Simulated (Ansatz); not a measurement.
A nudged elastic band was laid between two geometries of BH4N + H2 (8 atoms, charge 0, multiplicity 1).

The calculation used RKS LDA/def2-SVP (Ansatz 0.2.0).

```json
{
  "movable images": "7",
  "climbing image": "yes",
  "spring": "5.0 eV/Å²",
  "optimiser": "quadratic models (default)",
  "start path": "through a guess of the saddle point",
  "force threshold": "0.05 eV/Å",
  "iteration limit": "60",
  "end points": "relaxed"
}
```

First end point:

```xyz
8
Properties=species:S:1:pos:R:3
B 0.040 -0.317 0.378
N 0.058 -0.446 1.756
H -0.784 -0.607 2.315
H 0.913 -0.385 2.314
H 1.091 -0.124 -0.212
H -1.025 -0.407 -0.210
H -0.364 2.778 0.375
H -0.269 2.064 0.686
```

Last end point:

```xyz
8
Properties=species:S:1:pos:R:3
B 0.042 0.386 0.119
N -0.125 0.255 1.710
H -0.413 -0.700 1.977
H 0.762 0.463 2.196
H 0.917 -0.421 -0.203
H -1.057 0.109 -0.366
H 0.374 1.554 -0.097
H -0.840 0.910 2.065
```

What changes between the two ends?

Bonds broken: H7–H8. Bonds formed: B1–H7, N2–H8. BH4N + H2 becomes BH6N.

What energy profile does the band end with?

It converged. The highest image is number 4 of 0 to 8, 22.3 kcal/mol above the first end and 31.1 kcal/mol above the last; the last end lies 8.9 kcal/mol below the first. A vibrational analysis at the climbing image gives one clearly imaginary mode, 1062i cm⁻¹: a first-order saddle point. The orbitals stay closed-shell, which can raise the energy where a bond breaks towards radicals; this wasn't checked here.

```json
{"image": "0", "path coordinate (Å)": "0.00", "energy (kcal/mol)": "0.0", "H7–H8 (Å)": "0.78", "B1–H7 (Å)": "3.12", "N2–H8 (Å)": "2.75"}
{"image": "1", "path coordinate (Å)": "0.47", "energy (kcal/mol)": "0.6", "H7–H8 (Å)": "0.78", "B1–H7 (Å)": "2.68", "N2–H8 (Å)": "2.56"}
{"image": "2", "path coordinate (Å)": "0.93", "energy (kcal/mol)": "3.4", "H7–H8 (Å)": "0.78", "B1–H7 (Å)": "2.20", "N2–H8 (Å)": "2.31"}
{"image": "3", "path coordinate (Å)": "1.40", "energy (kcal/mol)": "12.0", "H7–H8 (Å)": "0.81", "B1–H7 (Å)": "1.74", "N2–H8 (Å)": "1.92"}
{"image": "4", "path coordinate (Å)": "1.87", "energy (kcal/mol)": "22.3", "H7–H8 (Å)": "0.99", "B1–H7 (Å)": "1.39", "N2–H8 (Å)": "1.45"}
{"image": "5", "path coordinate (Å)": "2.47", "energy (kcal/mol)": "3.6", "H7–H8 (Å)": "1.62", "B1–H7 (Å)": "1.26", "N2–H8 (Å)": "1.05"}
{"image": "6", "path coordinate (Å)": "3.06", "energy (kcal/mol)": "-6.2", "H7–H8 (Å)": "2.29", "B1–H7 (Å)": "1.23", "N2–H8 (Å)": "1.03"}
{"image": "7", "path coordinate (Å)": "3.66", "energy (kcal/mol)": "-7.7", "H7–H8 (Å)": "2.42", "B1–H7 (Å)": "1.23", "N2–H8 (Å)": "1.03"}
{"image": "8", "path coordinate (Å)": "4.26", "energy (kcal/mol)": "-8.9", "H7–H8 (Å)": "2.56", "B1–H7 (Å)": "1.23", "N2–H8 (Å)": "1.03"}
```

What is the geometry of the highest image?


```xyz
8
Properties=species:S:1:pos:R:3
B -0.031 0.221 0.292
N -0.009 0.076 1.829
H -0.813 -0.371 2.277
H 0.877 -0.172 2.274
H 1.047 0.081 -0.267
H -1.034 -0.192 -0.271
H -0.209 1.591 0.155
H -0.169 1.321 1.112
```

What are the harmonic wavenumbers there?

1062i, 321, 523, 701, 923, 966, 1027, 1042, 1099, 1142, 1269, 1464, 2074, 2192, 2474, 2562, 3502, 3611 cm⁻¹.

The run took 50 s on 1 thread of Arm Neoverse V2 (shared host), peak memory 0.1 GiB.
